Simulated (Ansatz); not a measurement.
A trace of molecular dynamics of BH3N (5 atoms, charge 0, multiplicity 2).

Computed with Ansatz, UKS B3LYP/6-31G.

```json
{
  "ensemble": "NVT, Nosé–Hoover chain",
  "set temperature": "3000 K",
  "thermostat": "time constant 3 fs, chain length 1",
  "seed": "408648"
}
```

```tsv
time (fs)	T (K)	potential energy less start (eV)	conserved less start (meV/atom)
0.0	3000	0.000	0.00
2.0	1936	0.455	2.83
4.0	2502	0.466	2.87
6.0	4712	0.136	-0.29
8.0	3138	0.852	3.42
10.0	2705	0.949	2.71
12.0	1168	1.569	3.98
14.0	3432	1.087	3.27
16.0	6189	0.612	0.58
18.0	3288	1.135	3.55
20.0	2151	0.944	1.67
22.0	435	1.459	2.69
24.0	638	1.446	2.71
26.0	4291	0.908	0.69
28.0	7637	1.229	8.26
30.0	4998	0.550	1.89
32.0	866	1.058	2.89
34.0	1496	0.539	1.85
36.0	1608	0.307	-0.19
38.0	1708	0.356	0.55
40.0	3230	0.344	2.35
42.0	3165	0.992	3.79
44.0	5018	0.859	3.61
46.0	4607	0.680	0.25
48.0	1930	1.171	2.80
50.0	2205	0.800	1.60
```

Q: Can this run be trusted? Judge the integration.

A: The conserved energy wandered by up to 10.0 meV per atom (net 1.6 meV per atom), which is poor conservation. The mean temperature of the second half is 11 % above the set value. A run of 0.05 ps of so small a system gives no equilibrium averages. Limits of this set-up: no polarisation functions. The time step was 0.5 fs.

The run took 71 s on 1 thread of Arm Neoverse V1, on a shared host, peak memory 0.17 GiB.
